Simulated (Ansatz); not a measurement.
Results of PBE0 in Ansatz (plane waves, PAW) for diamond.

Settings: plane-wave cutoff 520 eV, 12×12×12 k mesh, scalar-relativistic PAW data made under PBE.

Computed at the level's own relaxed cell.

Hill averages of the elastic tensor: K = 470.7 GPa, G = 563.4 GPa. Volume 5.570 Å³/atom, mean atomic mass 12.011 u.

Question: Work out the density, the sound velocities of a polycrystal and the elastic Debye temperature at this level.

Answer: ρ = 1.66054 × 12.011/5.570 = 3.581 g/cm³. v_l = √[(K + 4G/3)/ρ] = 18.472 km/s and v_t = √(G/ρ) = 12.543 km/s. The mean follows from 3/v_m³ = 1/v_l³ + 2/v_t³: v_m = 13.679 km/s. Θ_D = (ħ/k_B) v_m (6π²/V)^(1/3) = 76.38 K Å s/km × 13.679 × 2.1989 Å⁻¹ = 2297 K, counting all atoms of the cell.

Measured, for comparison: Voigt–Reuss–Hill bulk modulus 442 GPa (temperature not stated, not corrected to a static lattice, from single-crystal Cij; as tabulated in Råsander and Moram (2015), arXiv:1505.02379). Computed (rounded) less measured: Voigt–Reuss–Hill bulk modulus +7 %. A static lattice is as a rule a little smaller and stiffer than an uncorrected measurement, which narrows the difference in the Voigt–Reuss–Hill bulk modulus and would widen misses of the other sign.

Ansatz is a program for electronic structure.
